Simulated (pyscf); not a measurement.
This saddle point was located with ωB97X-D3(BJ)/def2-SVP in PySCF.

```xyz
7

N     -0.1763    -0.8094     0.0288
Si    -0.0735    -0.4236    -1.5371
H     -0.2631    -0.2461     0.9186
H     -0.1102     0.9856    -1.9670
H      0.0582    -1.4744    -2.5621
Cl    -0.2925    -1.4540     2.6633
H     -0.1622    -1.7218     0.5618
```

Surface: singlet, charge 0. Lowest wavenumbers (cm⁻¹): 525i, 19, 227, 279, 650.

Task: What reaction is this the transition state of?

Result: `[NH]=[SiH2]` + `[ClH]` <-> `[NH]=[SiH2]` + `[ClH]`, a four-centre exchange read from left to right: H–N, Cl–H broken and H–N, Cl–H formed. At CCSD(T)/def2-TZVPP + ΔMP2(QZVPP) it lies +9.9 kcal/mol from the left side and +9.9 kcal/mol from the right (each side as separated species at their lowest minima found). On the reactant side the descent ends in a bound adduct, 10.5 kcal/mol under the separated species and 17.9 kcal/mol under the saddle at ωB97X-D3(BJ)/def2-TZVP. On the product side the descent ends in a bound adduct, 10.5 kcal/mol under the separated species and 17.9 kcal/mol under the saddle at ωB97X-D3(BJ)/def2-TZVP. At ωB97X-D3(BJ) the barrier from the zero used here is 7.4 kcal/mol. HN=SiH₂ lies 18.2 kcal/mol over its isomer H₂N–SiH: [singlet] (electronic energy, ωB97M-D3(BJ)). One saddle was located; it need not be the lowest between these sides. The CCSD(T) − MP2 part came from Ansatz, without density fitting, on the same reference.
